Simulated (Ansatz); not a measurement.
**BC+ (singlet): the correlation ladder at distance B1–C2 = 5.288 Å, cc-pVDZ**

One table from this session's results is given with a row withheld; the runs are named, their logs left out.

Method: cc-pVDZ, core rule «outside noble gas», up to 2 orbitals frozen; program: Ansatz 0.2.0, Gaussian basis.

Plan: UHF; CCSD(T) on RHF; CCSD(T) on UHF; BCCD(T) on RHF; CISD; CCSDT(Q) on RHF; CCSDT(Q) on UHF; CCSDTQ on RHF; CASSCF and MRCISD+Q, 2 electrons in 2 orbitals; CASSCF and NEVPT2, 2 electrons in 2 orbitals; CASSCF and MRCISD+Q, 6 electrons in 8 orbitals; CASSCF and NEVPT2, 6 electrons in 8 orbitals; Full CI.

18 further runs of the same task are left out: 1 for a known fault of the program, 1 for a mislabelled method, 14 that didn't finish, 2 set aside as unsound or not needed.

**The geometry**

The geometry derives from a PBE0/def2-TZVP stationary point (not a proven minimum). One bond is set to the value named and the two fragments are kept rigid.

2 atoms, charge 1, spin multiplicity 1.

Atoms are counted from 1 here; the program's logs count them from 0.

No contacts short enough for the rule that draws bonds.

The first run:

Input file in.yaml:

```yaml
crystal:
  periodic: [false, false, false]
  atoms:
    - {symbol: B, position_ang: [0.000000, 0.000000, 0.000000]}
    - {symbol: C, position_ang: [0.000000, 0.000000, 5.288000]}
basis:
  gaussian: {orbitals: cc-pVDZ}
total_charge: 1
magnetization: {spin_polarized: true, initial_magnetization: 0}
hamiltonian: {xc: hf}
output: {orbitals: {seedname: orbitals}}
```

On the command line:

```console
$ ansatz run in.yaml --threads 1 --pin off --events-out ev --progress --plain --max-ram 2393MiB
```

Steps of the session up to this table: UHF; CCSD(T) on RHF; CCSD(T) on UHF; BCCD(T) on RHF; CISD; CCSDT(Q) on RHF; CCSDT(Q) on UHF; CCSDTQ on RHF; CASSCF and MRCISD+Q, 2 electrons in 2 orbitals; CASSCF and NEVPT2, 2 electrons in 2 orbitals; CASSCF and MRCISD+Q, 6 electrons in 8 orbitals; CASSCF and NEVPT2, 6 electrons in 8 orbitals; Full CI.

One table of the session follows, with a row left open; its other results are not shown here.

```
   method  from FCI (meV)
      RHF         +4547.1
     RMP2         +1875.0
     CISD          +666.0
    RCCSD          +190.7
 RCCSD(T)               ?
  BCCD(T)          +108.7
   RCCSDT           +92.4
RCCSDT(Q)           +50.5
  RCCSDTQ             0.0
      FCI               0
```

Q: Estimate the row for RCCSD(T) from the others.

The run gave: from FCI (meV): +108.3. In the column «from FCI (meV)» it lies between RCCSDT (+92.4) and BCCD(T) (+108.7).

Not comparable, so not listed: CASSCF and MRCISD+Q, 2 electrons in 2 orbitals (they don't share determinant, frozen orbitals or solution with the rows shown, or repeat one).

Caveats from the session: Left out of the table: CASSCF pair, NEVPT2 pair, CASSCF valence, NEVPT2 valence, MRCISD valence, MRCISD+Q valence (the active space lost an orbital or holds another state than full CI finds). Left out of the table: UHF, UMP2, UCCSD, UCCSD(T), UCCSDT, UCCSDT(Q) (another determinant or state than the rows shown). Warnings in the runs' records: passed over end.
